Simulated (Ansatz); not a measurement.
A calculation with Ansatz (development build ahead of 0.2.0).

```yaml
crystal:
  periodic: [false, false, false]
  atoms:
    - { symbol: "N", position_ang: [0.0, 0.0, 0.0] }
    - { symbol: B, position_ang: [0.0, 0.0, 2.79] }
basis:
  gaussian: { orbitals: pcseg-2 }
hamiltonian:
  xc: hf
```

The input is written out in the form of the current development build from the run's settings.

Results

```yaml
Converged: yes
Total_energy: -78.72628 hartree
Spin_squared_of_the_determinant: 0.000
Stability_test: minimum among restricted orbitals
```

Caution: stretched shape with no unrestricted run beside it, a lower state can exist; another spin multiplicity may lie lower.
